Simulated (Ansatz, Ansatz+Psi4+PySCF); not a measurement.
```
atom   x (Å)   y (Å)    z (Å)
   C  0.0000  0.0000   0.6331
   C  0.0000  0.0000  -0.6331
   H  0.0000  0.0000  -1.6990
   H  0.0000  0.0000   1.6990
```

Basis set: cc-pVTZ (spherical functions). Frozen core: 2 orbitals. Charge 0, multiplicity 1.

Computed with Ansatz (development build ahead of 0.2.0); each method stands on the lowest determinant of its kind that the runs found. Restricted open shells among the atoms or ions are ROHF, correlated in semicanonical orbitals with singles.

The atomization energy at this shape (free ground-state atoms in the same class of orbitals less the molecule, no zero-point energy) of singlet C2H2:

| method | atomization energy |
| --- | --- |
| RHF-CCSD(T) | 389.89 kcal/mol |
| RHF-MP2 | 400.34 kcal/mol |

**Question.** What does RHF give?

**Answer.** 290.45 kcal/mol.
